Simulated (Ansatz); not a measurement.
# LiMg− (triplet): the correlation ladder at distance Li1–Mg2 = 5.504 Å, aug-cc-pVTZ

The task here is to estimate one member of a computed series from the others.

Method: aug-cc-pVTZ, core rule «outside noble gas», up to 6 orbitals frozen; program: Ansatz 0.2.0, Gaussian basis.

Plan: UHF; CCSD(T) on ROHF; CCSD(T) on UHF; BCCD(T) on ROHF; CCSDT(Q) on ROHF; CCSDT(Q) on UHF; Full CI.

38 further runs of the same task are left out: 21 for a known fault of the program, 10 that didn't finish, 7 set aside as unsound or not needed.

### The geometry

The geometry derives from a PBE0/def2-TZVPD stationary point (not a proven minimum). One bond is set to the value named and the two fragments are kept rigid.

2 atoms, charge -1, spin multiplicity 3.

Atoms are counted from 1 here; the program's logs count them from 0.

No contacts short enough for the rule that draws bonds.

Geometry (Å):

```xyz
2

Li    0.0000    0.0000    0.0000
Mg    0.0000    0.0000    5.5040
```

Set-up of the first run:

The input, in.yaml:

```yaml
crystal:
  periodic: [false, false, false]
  atoms:
    - {symbol: Li, position_ang: [0.000000, 0.000000, 0.000000]}
    - {symbol: Mg, position_ang: [0.000000, 0.000000, 5.504000]}
basis:
  gaussian: {orbitals: aug-cc-pVTZ}
total_charge: -1
magnetization: {spin_polarized: true, initial_magnetization: 2}
hamiltonian: {xc: hf}
output: {orbitals: {seedname: orbitals}}
```

On the command line:

```console
ansatz run in.yaml --threads 1 --pin off --events-out ev --progress --plain --max-ram 2393MiB
```

Steps of the session up to this table: UHF; CCSD(T) on ROHF; CCSD(T) on UHF; BCCD(T) on ROHF; CCSDT(Q) on ROHF; CCSDT(Q) on UHF; Full CI.

One table of the session follows, with a row left open; its other results are not shown here.

```
   method  from FCI (kcal/mol)
     ROHF               +28.38
      UHF               +27.89
     RMP2                +9.72
     UMP2                    ?
    RCCSD                +1.17
    UCCSD                +1.11
 RCCSD(T)                +0.41
 UCCSD(T)                +0.37
  BCCD(T)                +0.37
   RCCSDT                +0.03
   UCCSDT                +0.01
RCCSDT(Q)                +0.01
UCCSDT(Q)                 0.00
      FCI                    0
```

Q: Estimate the row for UMP2 from the others.

The run gave: from FCI (kcal/mol): +9.59. In the column «from FCI (kcal/mol)» it lies between RCCSD (+1.17) and RMP2 (+9.72).

Caveats from the session: Levels on UHF freeze UHF's core orbitals, full CI those of ROHF, so the U rows can settle a little off it for that reason alone. Restricted and unrestricted rows rest on different reference determinants; where their highest levels disagree by more than a few hundredths of an eV, they describe different states and don't form one ladder.
